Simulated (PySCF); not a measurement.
PySCF job for O2, SMILES O=O (connectivity only; charge and spin as stated), neutral, multiplicity 3, SMD-PBE0/def2-SVP. Geometry: PBE0-D3(BJ)/def2-TZVPD.

```python
import numpy as np
from pyscf import gto, scf, dft
from pyscf.solvent import smd

mol = gto.M(
    atom='''
    O     0.00000000    0.00000000   -0.59629839
    O     0.00000000    0.00000000    0.59629839
    ''',
    basis='def2-SVP',
    charge=0,
    spin=2,
    max_memory=1600,
    verbose=3,
)
mf = dft.UKS(mol, xc='pbe0').density_fit(auxbasis='def2-universal-jkfit')
mf.grids.level = 3
mf.conv_tol = 1e-9
mf.max_cycle = 100
mf.kernel()
fine, coarse = mf.grids, dft.Grids(mol).set(level=1).build(with_non0tab=True)
for _ in range(3):  # follow internal instabilities
    mf.grids = coarse
    mo, _, stable, _ = mf.stability(return_status=True, nroots=4)
    mf.grids = fine
    if stable:
        break
    mf.kernel(mf.make_rdm1(mo, mf.mo_occ))
res = {}
for name in ['water', 'benzene', 'methanol']:
    s = mf.SMD()
    s.with_solvent.solvent, s.with_solvent.sasa_ng = name, 302
    s.kernel(mf.make_rdm1())
    res[name] = (s.e_tot, s.with_solvent.get_cds(), s.dip_moment(), s.mo_energy, s.converged)
    print(f'SMD {name}: dG(solv) = {(s.e_tot - mf.e_tot) * 627.509474:.3f} kcal/mol, of which CDS {res[name][1] * 627.509474:.3f}')
```

Output:

```

WARN: HOMO -0.239860758628788 >= LUMO -0.239860758628795

converged SCF energy = -150.052275842566  <S^2> = 2.0070671  2S+1 = 3.0047077
<class 'pyscf.df.df_jk.DFUKS'> wavefunction is stable in the internal stability analysis
converged SCF energy = -150.053136425177  <S^2> = 2.00705  2S+1 = 3.0046963
Dipole moment(X, Y, Z, Debye): -0.00000,  0.00000,  0.00000
SMD water: dG(solv) = -0.540 kcal/mol, of which CDS 0.000
converged SCF energy = -150.055729363262  <S^2> = 2.0070667  2S+1 = 3.0047075
Dipole moment(X, Y, Z, Debye): -0.00000, -0.00000, -0.00000
SMD benzene: dG(solv) = -2.167 kcal/mol, of which CDS -2.146
converged SCF energy = -150.052437294546  <S^2> = 2.0070506  2S+1 = 3.0046967
Dipole moment(X, Y, Z, Debye):  0.00000, -0.00000,  0.00000
SMD methanol: dG(solv) = -0.101 kcal/mol, of which CDS 0.421
```

The calculation finished and met its thresholds.
